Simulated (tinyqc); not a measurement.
CIS on RHF in the sto-6g basis, for BH2+, spin multiplicity 1, step by step (part 1 of 2). Computed by tinyqc, a small Python program that keeps every step (integrals from PySCF). Settings: charge = 1, multiplicity = 1, basis = sto-6g, method = RHF, energy threshold = 1e-10, iteration cap = 63, orthogonalisation = canonical, start = atomic densities, DIIS depth = 6. Command: `OMP_NUM_THREADS=1 python tinyqc.py 24092 24093 out.jsonl` (the two numbers bound the seeds that draw the settings). One thread of a shared host (Intel(R) Xeon(R) Processor @ 2.60GHz), about 0.1 s of CPU time with the checks. Later iterations appear only in the table of the cycle.

## One-electron integrals

Geometry (angstrom):

| atom | x | y | z |
|---|---|---|---|
| B | 0.0000 | 0.0000 | 0.0000 |
| H | 0.0000 | 1.1190 | 0.6580 |
| H | 0.0000 | -1.1190 | 0.6580 |

Basis sto-6g: exponents (1/bohr^2) and contraction coefficients of normalised primitives:

| element | l (shell) | exponent | coefficient |
|---|---|---|---|
| B | s (1) | 506.0111 | 0.0092 |
| B | s (1) | 92.7768 | 0.0494 |
| B | s (1) | 25.9557 | 0.1685 |
| B | s (1) | 8.9164 | 0.3706 |
| B | s (1) | 3.4625 | 0.4165 |
| B | s (1) | 1.4261 | 0.1303 |
| B | s (2) | 23.1946 | -0.0133 |
| B | s (2) | 4.5908 | -0.0470 |
| B | s (2) | 1.4268 | -0.0338 |
| B | s (2) | 0.5489 | 0.2502 |
| B | s (2) | 0.2384 | 0.5951 |
| B | s (2) | 0.1093 | 0.2407 |
| B | p (3) | 23.1946 | 0.0038 |
| B | p (3) | 4.5908 | 0.0377 |
| B | p (3) | 1.4268 | 0.1739 |
| B | p (3) | 0.5489 | 0.4180 |
| B | p (3) | 0.2384 | 0.4259 |
| B | p (3) | 0.1093 | 0.1017 |
| H | s (1) | 35.5232 | 0.0092 |
| H | s (1) | 6.5131 | 0.0494 |
| H | s (1) | 1.8221 | 0.1685 |
| H | s (1) | 0.6260 | 0.3706 |
| H | s (1) | 0.2431 | 0.4165 |
| H | s (1) | 0.1001 | 0.1303 |

Overlap, kinetic and nuclear-attraction integrals over the contracted functions; the nuclear repulsion is the sum of Za Zb / Rab.

nuclear repulsion = 4.312929 hartree

overlap S, lower triangle:
```
         1B 1s   1B 2s  1B 2px   1B 2py  1B 2pz   2H 1s   3H 1s
1B 1s   1.0000
1B 2s   0.2649  1.0000
1B 2px  0.0000  0.0000  1.0000
1B 2py  0.0000  0.0000  0.0000   1.0000
1B 2pz  0.0000  0.0000  0.0000   0.0000  1.0000
2H 1s   0.0541  0.4220  0.0000   0.3880  0.2282  1.0000
3H 1s   0.0541  0.4220  0.0000  -0.3880  0.2282  0.0813  1.0000
```

kinetic energy T (hartree), lower triangle:
```
          1B 1s   1B 2s  1B 2px   1B 2py  1B 2pz    2H 1s   3H 1s
1B 1s   10.9472
1B 2s   -0.3339  0.3745
1B 2px   0.0000  0.0000  1.1250
1B 2py   0.0000  0.0000  0.0000   1.1250
1B 2pz   0.0000  0.0000  0.0000   0.0000  1.1250
2H 1s   -0.0115  0.0633  0.0000   0.1567  0.0922   0.7685
3H 1s   -0.0115  0.0633  0.0000  -0.1567  0.0922  -0.0119  0.7685
```

nuclear attraction V (hartree), lower triangle:
```
           1B 1s    1B 2s   1B 2px   1B 2py   1B 2pz    2H 1s    3H 1s
1B 1s   -24.2070
1B 2s    -2.9602  -4.5464
1B 2px    0.0000   0.0000  -4.4774
1B 2py    0.0000   0.0000   0.0000  -4.6308
1B 2pz   -0.0166  -0.1447   0.0000   0.0000  -4.5305
2H 1s    -0.6679  -1.6599   0.0000  -1.4430  -0.8743  -3.4954
3H 1s    -0.6679  -1.6599   0.0000   1.4430  -0.8743  -0.3051  -3.4954
```

core Hamiltonian H = T + V (hartree), lower triangle:
```
           1B 1s    1B 2s   1B 2px   1B 2py   1B 2pz    2H 1s    3H 1s
1B 1s   -13.2598
1B 2s    -3.2940  -4.1719
1B 2px    0.0000   0.0000  -3.3524
1B 2py    0.0000   0.0000   0.0000  -3.5058
1B 2pz   -0.0166  -0.1447   0.0000   0.0000  -3.4054
2H 1s    -0.6794  -1.5965   0.0000  -1.2863  -0.7822  -2.7269
3H 1s    -0.6794  -1.5965   0.0000   1.2863  -0.7822  -0.3171  -2.7269
```

## Two-electron integrals

Functions are numbered as in S; the eight-fold symmetry (ij|kl) = (ji|kl) = (kl|ij) leaves the list below.

Two-electron integrals (ij|kl) in chemists' order, unique and non-zero (hartree):
```
(11|11) 2.9250      (21|11) 0.4808      (21|21) 0.0995      (22|11) 0.7434
(22|21) 0.1890      (22|22) 0.5449      (31|31) 0.0211      (32|31) 0.0309
(32|32) 0.1204      (33|11) 0.7434      (33|21) 0.1890      (33|22) 0.5449
(33|33) 0.5871      (41|41) 0.0211      (42|41) 0.0309      (42|42) 0.1204
(43|43) 0.0316      (44|11) 0.7434      (44|21) 0.1890      (44|22) 0.5449
(44|33) 0.5238      (44|44) 0.5871      (51|51) 0.0211      (52|51) 0.0309
(52|52) 0.1204      (53|53) 0.0316      (54|54) 0.0316      (55|11) 0.7434
(55|21) 0.1890      (55|22) 0.5449      (55|33) 0.5238      (55|44) 0.5238
(55|55) 0.5871      (61|11) 0.1018      (61|21) 0.0204      (61|22) 0.0384
(61|33) 0.0382      (61|41) 0.0014      (61|42) 0.0026      (61|44) 0.0387
(61|51) 0.0008      (61|52) 0.0015      (61|54) 2.75e-04    (61|55) 0.0384
(61|61) 0.0043      (62|11) 0.2428      (62|21) 0.0628      (62|22) 0.1990
(62|33) 0.1933      (62|41) 0.0063      (62|42) 0.0372      (62|44) 0.2059
(62|51) 0.0037      (62|52) 0.0219      (62|54) 0.0074      (62|55) 0.1977
(62|61) 0.0137      (62|62) 0.1007      (63|31) 0.0066      (63|32) 0.0299
(63|43) 0.0070      (63|53) 0.0041      (63|63) 0.0110      (64|11) 0.1975
(64|21) 0.0518      (64|22) 0.1728      (64|33) 0.1637      (64|41) 0.0110
(64|42) 0.0593      (64|44) 0.1875      (64|51) 0.0026      (64|52) 0.0173
(64|54) 0.0099      (64|55) 0.1671      (64|61) 0.0119      (64|62) 0.1023
(64|64) 0.1128      (65|11) 0.1161      (65|21) 0.0304      (65|22) 0.1016
(65|33) 0.0963      (65|41) 0.0026      (65|42) 0.0173      (65|44) 0.1021
(65|51) 0.0081      (65|52) 0.0400      (65|54) 0.0104      (65|55) 0.1065
(65|61) 0.0070      (65|62) 0.0601      (65|64) 0.0598      (65|65) 0.0462
(66|11) 0.4035      (66|21) 0.1065      (66|22) 0.3809      (66|33) 0.3585
(66|41) 0.0130      (66|42) 0.1008      (66|44) 0.4085      (66|51) 0.0076
(66|52) 0.0593      (66|54) 0.0294      (66|55) 0.3758      (66|61) 0.0238
(66|62) 0.2471      (66|64) 0.2729      (66|65) 0.1604      (66|66) 0.7750
(71|11) 0.1018      (71|21) 0.0204      (71|22) 0.0384      (71|33) 0.0382
(71|41) -0.0014     (71|42) -0.0026     (71|44) 0.0387      (71|51) 0.0008
(71|52) 0.0015      (71|54) -2.75e-04   (71|55) 0.0384      (71|61) 0.0041
(71|62) 0.0124      (71|64) 0.0097      (71|65) 0.0063      (71|66) 0.0209
(71|71) 0.0043      (72|11) 0.2428      (72|21) 0.0628      (72|22) 0.1990
(72|33) 0.1933      (72|41) -0.0063     (72|42) -0.0372     (72|44) 0.2059
(72|51) 0.0037      (72|52) 0.0219      (72|54) -0.0074     (72|55) 0.1977
(72|61) 0.0124      (72|62) 0.0662      (72|64) 0.0500      (72|65) 0.0386
(72|66) 0.1239      (72|71) 0.0137      (72|72) 0.1007      (73|31) 0.0066
(73|32) 0.0299      (73|43) -0.0070     (73|53) 0.0041      (73|63) 0.0066
(73|73) 0.0110      (74|11) -0.1975     (74|21) -0.0518     (74|22) -0.1728
(74|33) -0.1637     (74|41) 0.0110      (74|42) 0.0593      (74|44) -0.1875
(74|51) -0.0026     (74|52) -0.0173     (74|54) 0.0099      (74|55) -0.1671
(74|61) -0.0097     (74|62) -0.0500     (74|64) -0.0325     (74|65) -0.0286
(74|66) -0.0890     (74|71) -0.0119     (74|72) -0.1023     (74|74) 0.1128
(75|11) 0.1161      (75|21) 0.0304      (75|22) 0.1016      (75|33) 0.0963
(75|41) -0.0026     (75|42) -0.0173     (75|44) 0.1021      (75|51) 0.0081
(75|52) 0.0400      (75|54) -0.0104     (75|55) 0.1065      (75|61) 0.0063
(75|62) 0.0386      (75|64) 0.0286      (75|65) 0.0286      (75|66) 0.0755
(75|71) 0.0070      (75|72) 0.0601      (75|74) -0.0598     (75|75) 0.0462
(76|11) 0.0443      (76|21) 0.0115      (76|22) 0.0369      (76|33) 0.0358
(76|44) 0.0371      (76|51) 0.0011      (76|52) 0.0068      (76|55) 0.0378
(76|61) 0.0024      (76|62) 0.0159      (76|64) 0.0142      (76|65) 0.0104
(76|66) 0.0355      (76|71) 0.0024      (76|72) 0.0159      (76|74) -0.0142
(76|75) 0.0104      (76|76) 0.0032      (77|11) 0.4035      (77|21) 0.1065
(77|22) 0.3809      (77|33) 0.3585      (77|41) -0.0130     (77|42) -0.1008
(77|44) 0.4085      (77|51) 0.0076      (77|52) 0.0593      (77|54) -0.0294
(77|55) 0.3758      (77|61) 0.0209      (77|62) 0.1239      (77|64) 0.0890
(77|65) 0.0755      (77|66) 0.2361      (77|71) 0.0238      (77|72) 0.2471
(77|74) -0.2729     (77|75) 0.1604      (77|76) 0.0355      (77|77) 0.7750
```

## Orthogonalisation

S = U s U^T; canonical form X = U s^(-1/2), so that X^T S X = 1. Each column of U has its largest component positive (the first on a tie).

eigenvalues of S: 0.3383  0.4091  0.8601  1.0000  1.1009  1.5096  1.7821

X:
```
              1        2        3       4        5        6       7
1B 1s   -0.3269   0.0000   0.7765  0.0000  -0.5794   0.0000  0.2061
1B 2s    1.1399   0.0000  -0.3331  0.0000  -0.2813   0.0000  0.4604
1B 2px   0.0000   0.0000   0.0000  1.0000   0.0000   0.0000  0.0000
1B 2py   0.0000   1.0640   0.0000  0.0000   0.0000   0.5964  0.0000
1B 2pz   0.5456   0.0000   0.6146  0.0000   0.6705   0.0000  0.2112
2H 1s   -0.7912  -0.8101  -0.1885  0.0000   0.1482   0.3916  0.3620
3H 1s   -0.7912   0.8101  -0.1885  0.0000   0.1482  -0.3916  0.3620
```

## Starting guess

The start is atomic minimal-basis densities projected into this basis (PySCF's MINAO start) and scaled to the electron count of each spin; this density is not idempotent, so its energy is not variational and may lie below the converged one.

D at the start, lower triangle:
```
          1B 1s    1B 2s  1B 2px   1B 2py  1B 2pz   2H 1s   3H 1s
1B 1s    1.8566
1B 2s   -0.4514   1.7101
1B 2px   0.0000   0.0000  0.2745
1B 2py   0.0000   0.0000  0.0000   0.2305
1B 2pz   0.0151  -0.0499  0.0000   0.0000  0.2594
2H 1s   -0.0328   0.1257  0.0000   0.0403  0.0197  0.8098
3H 1s   -0.0328   0.1257  0.0000  -0.0403  0.0197  0.0172  0.8098
```

## Iteration 1: building the Fock matrix

J_ij = sum D_kl (ij|kl), K_ij = sum D_kl (ik|jl); F = H + J - 0.5 K; E = tr D H + tr D J / 2 - 0.25 tr D K + E_nn.

Coulomb J (hartree), lower triangle:
```
         1B 1s   1B 2s  1B 2px   1B 2py  1B 2pz   2H 1s   3H 1s
1B 1s   7.6409
1B 2s   1.4828  3.3072
1B 2px  0.0000  0.0000  3.2673
1B 2py  0.0000  0.0000  0.0000   3.3562
1B 2pz  0.0128  0.1019  0.0000   0.0000  3.2980
2H 1s   0.3101  1.2414  0.0000   1.0907  0.6611  2.5375
3H 1s   0.3101  1.2414  0.0000  -1.0907  0.6611  0.2310  2.5375
```

exchange K (hartree), lower triangle:
```
         1B 1s   1B 2s  1B 2px   1B 2py  1B 2pz   2H 1s   3H 1s
1B 1s   5.1872
1B 2s   0.8905  1.3029
1B 2px  0.0000  0.0000  0.4277
1B 2py  0.0000  0.0000  0.0000   0.6104
1B 2pz  0.0145  0.1090  0.0000   0.0000  0.4905
2H 1s   0.2099  0.6526  0.0000   0.3578  0.2283  0.9265
3H 1s   0.2099  0.6526  0.0000  -0.3578  0.2283  0.2004  0.9265
```

Fock matrix F (hartree), lower triangle:
```
          1B 1s    1B 2s   1B 2px   1B 2py   1B 2pz    2H 1s    3H 1s
1B 1s   -8.2125
1B 2s   -2.2564  -1.5162
1B 2px   0.0000   0.0000  -0.2989
1B 2py   0.0000   0.0000   0.0000  -0.4549
1B 2pz  -0.0111  -0.0973   0.0000   0.0000  -0.3527
2H 1s   -0.4742  -0.6814   0.0000  -0.3744  -0.2352  -0.6526
3H 1s   -0.4742  -0.6814   0.0000   0.3744  -0.2352  -0.1863  -0.6526
```

total energy of this density = -22.827975 hartree

This density is the starting one; it is not idempotent, so its energy is not variational and may lie below the converged one.

## Iteration 1: diagonalisation and new density

Diagonalise F' = X^T F X, C = X C', fill 3 alpha and 3 beta electrons from the bottom; D = 2 C_occ C_occ^T. Each column has its largest component positive (the first on a tie).

F' = X^T F X (hartree), lower triangle:
```
         1       2        3        4        5        6        7
1  -0.0648
2   0.0000  0.1640
3   0.7307  0.0000  -3.9004
4   0.0000  0.0000   0.0000  -0.2989
5  -0.4830  0.0000   3.3473   0.0000  -3.5800
6   0.0000  0.0571   0.0000   0.0000   0.0000  -0.6547
7   0.1451  0.0000  -1.7216   0.0000   1.8323   0.0000  -2.0216
```

orbital energies (hartree): MO1 -8.2135, MO2 -1.0607, MO3 -0.6586, MO4 -0.3906, MO5 -0.2989, MO6 0.0981, MO7 0.1679

coefficients C:
```
            MO1      MO2      MO3      MO4     MO5      MO6      MO7
1B 1s    0.9966  -0.2376   0.0000   0.1173  0.0000  -0.1567   0.0000
1B 2s    0.0132   0.7545   0.0000  -0.5477  0.0000   0.9122   0.0000
1B 2px   0.0000   0.0000   0.0000   0.0000  1.0000   0.0000   0.0000
1B 2py   0.0000   0.0000   0.5213   0.0000  0.0000   0.0000   1.1027
1B 2pz   0.0021   0.0951   0.0000   0.7777  0.0000   0.7455   0.0000
2H 1s   -0.0013   0.2490   0.4468   0.2790  0.0000  -0.8213  -0.7811
3H 1s   -0.0013   0.2490  -0.4468   0.2790  0.0000  -0.8213   0.7811
```

D after iteration 1, lower triangle:
```
          1B 1s   1B 2s  1B 2px   1B 2py  1B 2pz    2H 1s   3H 1s
1B 1s    2.0993
1B 2s   -0.3323  1.1390
1B 2px   0.0000  0.0000  0.0000
1B 2py   0.0000  0.0000  0.0000   0.5435
1B 2pz  -0.0410  0.1436  0.0000   0.0000  0.0181
2H 1s   -0.1210  0.3758  0.0000   0.4658  0.0474   0.5233
3H 1s   -0.1210  0.3758  0.0000  -0.4658  0.0474  -0.2751  0.5233
```

## Iteration 8 (converged): orbitals

converged F (hartree), lower triangle:
```
          1B 1s    1B 2s   1B 2px   1B 2py   1B 2pz    2H 1s    3H 1s
1B 1s   -8.0379
1B 2s   -2.2368  -1.3782
1B 2px   0.0000   0.0000  -0.1677
1B 2py   0.0000   0.0000   0.0000  -0.6024
1B 2pz   0.0099  -0.1201   0.0000   0.0000  -0.2342
2H 1s   -0.4618  -0.6575   0.0000  -0.4686  -0.2263  -0.6485
3H 1s   -0.4618  -0.6575   0.0000   0.4686  -0.2263  -0.1323  -0.6485
```

As before.

F' = X^T F X (hartree), lower triangle:
```
         1       2        3        4        5        6        7
1   0.1019
2   0.0000  0.2561
3   0.6816  0.0000  -3.7171
4   0.0000  0.0000   0.0000  -0.1677
5  -0.4799  0.0000   3.3444   0.0000  -3.4606
6   0.0000  0.0076   0.0000   0.0000   0.0000  -0.8103
7   0.1734  0.0000  -1.7011   0.0000   1.8037   0.0000  -1.9409
```

orbital energies (hartree): MO1 -8.0398, MO2 -0.9648, MO3 -0.8104, MO4 -0.2474, MO5 -0.1677, MO6 0.2351, MO7 0.2562

coefficients C:
```
            MO1      MO2      MO3      MO4     MO5      MO6      MO7
1B 1s    0.9953  -0.2246   0.0000   0.1326  0.0000  -0.1713   0.0000
1B 2s    0.0186   0.6785   0.0000  -0.5700  0.0000   0.9571   0.0000
1B 2px   0.0000   0.0000   0.0000   0.0000  1.0000   0.0000   0.0000
1B 2py   0.0000   0.0000   0.5888   0.0000  0.0000   0.0000   1.0682
1B 2pz   0.0003   0.1197   0.0000   0.7916  0.0000   0.7271   0.0000
2H 1s   -0.0032   0.2997   0.3974   0.2363  0.0000  -0.8178  -0.8073
3H 1s   -0.0032   0.2997  -0.3974   0.2363  0.0000  -0.8178   0.8073
```

D after iteration 8, lower triangle:
```
          1B 1s   1B 2s  1B 2px   1B 2py  1B 2pz    2H 1s   3H 1s
1B 1s    2.0821
1B 2s   -0.2678  0.9215
1B 2px   0.0000  0.0000  0.0000
1B 2py   0.0000  0.0000  0.0000   0.6933
1B 2pz  -0.0531  0.1624  0.0000   0.0000  0.0286
2H 1s   -0.1409  0.4066  0.0000   0.4680  0.0717   0.4955
3H 1s   -0.1409  0.4066  0.0000  -0.4680  0.0717  -0.1362  0.4955
```

## Convergence

Stop when the energy changes by less than 1e-10 hartree and every element of the error matrix X^T (F D S - S D F) X is below 3e-06.

Course of the cycle:

| iteration | E (hartree) | change | largest element of the error matrix |
|---|---|---|---|
| 1 | -22.827975 | - | 5.21e-01 |
| 2 | -25.351155 | -2.52e+00 | 8.76e-02 |
| 3 | -25.362057 | -1.09e-02 | 2.78e-02 |
| 4 | -25.363500 | -1.44e-03 | 3.36e-03 |
| 5 | -25.363541 | -4.08e-05 | 4.71e-04 |
| 6 | -25.363542 | -5.56e-07 | 1.15e-05 |
| 7 | -25.363542 | -1.86e-10 | 3.60e-07 |
| 8 | -25.363542 | -2.10e-13 | 1.28e-08 |

PySCF RHF in the same basis = -25.363542 hartree

Converged in 8 iterations.

## Populations, bond orders and dipole

Mulliken: Z minus the diagonal of D S on the atom; Loewdin: the same with S^(1/2) D S^(1/2); Mayer order: 2 sum_s sum (D(s) S)_ij (D(s) S)_ji over the two atoms.

Charges (e):

| atom | Mulliken | Loewdin |
|---|---|---|
| 1B | 0.6926 | 0.7665 |
| 2H | 0.1537 | 0.1168 |
| 3H | 0.1537 | 0.1168 |

Mayer bond orders:

| pair | order |
|---|---|
| 2-1 | 0.9669 |
| 3-1 | 0.9669 |
| 3-2 | 0.0095 |

dipole moment about the origin, x y z (debye): 0.0000  0.0000  -0.3365

## Integrals over molecular orbitals

(pq|rs) = sum C_ip C_jq C_kr C_ls (ij|kl), one index at a time.

one-electron integrals over orbitals h = C^T H C (hartree), lower triangle:
```
          1        2        3        4        5        6        7
1  -13.2498
2    0.2871  -3.4315
3    0.0000   0.0000  -3.1803
4   -0.1924   0.1076   0.0000  -3.2477
5    0.0000   0.0000   0.0000   0.0000  -3.3524
6    0.1958  -0.5293   0.0000  -0.2594   0.0000  -2.7216
7    0.0000   0.0000  -0.5278   0.0000   0.0000   0.0000  -2.7045
```

Two-electron integrals over orbitals (pq|rs), unique and non-zero (hartree):
```
(11|11) 2.9036     (21|11) -0.2586    (21|21) 0.0375     (22|11) 0.6207
(22|21) -0.0080    (22|22) 0.4749     (31|31) 0.0091     (32|31) 0.0145
(32|32) 0.1391     (33|11) 0.5558     (33|21) -0.0031    (33|22) 0.4635
(33|33) 0.4794     (41|11) 0.1556     (41|21) -0.0199    (41|22) 0.0141
(41|33) 0.0065     (41|41) 0.0281     (42|11) -0.0820    (42|21) 0.0072
(42|22) 0.0232     (42|33) 0.0181     (42|41) 0.0119     (42|42) 0.0684
(43|31) -0.0028    (43|32) 0.0229     (43|43) 0.0321     (44|11) 0.7047
(44|21) -0.0124    (44|22) 0.4361     (44|33) 0.4236     (44|41) -0.0105
(44|42) -0.0735    (44|44) 0.5769     (51|51) 0.0220     (52|51) 0.0216
(52|52) 0.0739     (53|53) 0.0189     (54|51) -0.0125    (54|52) -0.0336
(54|54) 0.0444     (55|11) 0.7431     (55|21) -0.0091    (55|22) 0.4699
(55|33) 0.4367     (55|41) 0.0051     (55|42) -0.0402    (55|44) 0.5065
(55|55) 0.5871     (61|11) -0.2004    (61|21) 0.0315     (61|22) -0.0006
(61|33) 2.60e-04   (61|41) -0.0061    (61|42) 0.0145     (61|44) -0.0185
(61|55) -0.0052    (61|61) 0.0331     (62|11) 0.2057     (62|21) -0.0066
(62|22) 0.0538     (62|33) 0.0161     (62|41) 0.0141     (62|42) -0.0055
(62|44) 0.0572     (62|55) 0.1018     (62|61) 0.0014     (62|62) 0.0889
(63|31) 0.0014     (63|32) -0.0635    (63|43) -0.0269    (63|63) 0.0737
(64|11) 0.0862     (64|21) 4.36e-04   (64|22) 0.0223     (64|33) 0.0020
(64|41) 0.0029     (64|42) -0.0087    (64|44) 0.0477     (64|55) 0.0421
(64|61) 0.0028     (64|62) 0.0465     (64|64) 0.0331     (65|51) 0.0161
(65|52) 0.0496     (65|54) -0.0123    (65|65) 0.0415     (66|11) 0.6216
(66|21) -0.0070    (66|22) 0.4832     (66|33) 0.4715     (66|41) 0.0224
(66|42) 0.0545     (66|44) 0.4104     (66|55) 0.4505     (66|61) 0.0059
(66|62) 0.0401     (66|64) 0.0142     (66|66) 0.5339     (71|31) 0.0135
(71|32) 0.0191     (71|43) -0.0045    (71|63) 0.0021     (71|71) 0.0202
(72|31) 0.0076     (72|32) -0.0176    (72|43) -0.0336    (72|63) 0.0512
(72|71) 0.0109     (72|72) 0.0547     (73|11) 0.2168     (73|21) -0.0060
(73|22) 0.0341     (73|33) 0.0218     (73|41) -0.0009    (73|42) -0.0565
(73|44) 0.1012     (73|55) 0.1058     (73|61) -0.0066    (73|62) 0.0703
(73|64) 0.0406     (73|66) -0.0082    (73|73) 0.1112     (74|31) -0.0091
(74|32) -0.0716    (74|43) 0.0043     (74|63) 0.0392     (74|71) -0.0130
(74|72) 0.0044     (74|74) 0.0579     (75|53) 0.0163     (75|75) 0.0179
(76|31) 0.0094     (76|32) 0.1137     (76|43) 0.0367     (76|63) -0.0768
(76|71) 0.0124     (76|72) -0.0436    (76|74) -0.0573    (76|76) 0.1211
(77|11) 0.6351     (77|21) -0.0080    (77|22) 0.4608     (77|33) 0.4774
(77|41) 0.0044     (77|42) 0.0006     (77|44) 0.4548     (77|55) 0.4536
(77|61) -0.0059    (77|62) 0.0145     (77|64) 0.0013     (77|66) 0.4779
(77|73) 0.0316     (77|77) 0.5017
```

## CIS matrix, singlets

A(ia,jb) = (e_a - e_i) d_ij d_ab + 2 (ia|jb) - (ij|ab).

CIS matrix A, singlet (hartree), lower triangle:
```
         1>4     1>5      1>6      1>7      2>4     2>5     2>6      2>7
1>4   7.1438
1>5   0.0000  7.1729
1>6  -0.0984  0.0000   7.7195
1>7   0.0000  0.0000   0.0000   7.7012
2>4   0.0361  0.0000   0.0286   0.0000   0.4180
2>5   0.0000  0.0523   0.0000   0.0000   0.0000  0.4749
2>6   0.0278  0.0000   0.0098   0.0000  -0.0334  0.0000  0.8946
2>7   0.0000  0.0000   0.0000   0.0297   0.0000  0.0000  0.0000   0.8694
3>4   0.0000  0.0000   0.0000   0.0001   0.0000  0.0000  0.0000   0.0043
3>5   0.0000  0.0000   0.0000   0.0000   0.0000  0.0000  0.0000   0.0000
3>6   0.0000  0.0000   0.0000  -0.0052   0.0000  0.0000  0.0000  -0.0112
3>7   0.0073  0.0000  -0.0227   0.0000  -0.0414  0.0000  0.0269   0.0000

         3>4     3>5     3>6     3>7
3>4   0.2035
3>5   0.0000  0.2438
3>6  -0.0558  0.0000  0.7215
3>7   0.0000  0.0000  0.0000  0.8115
```
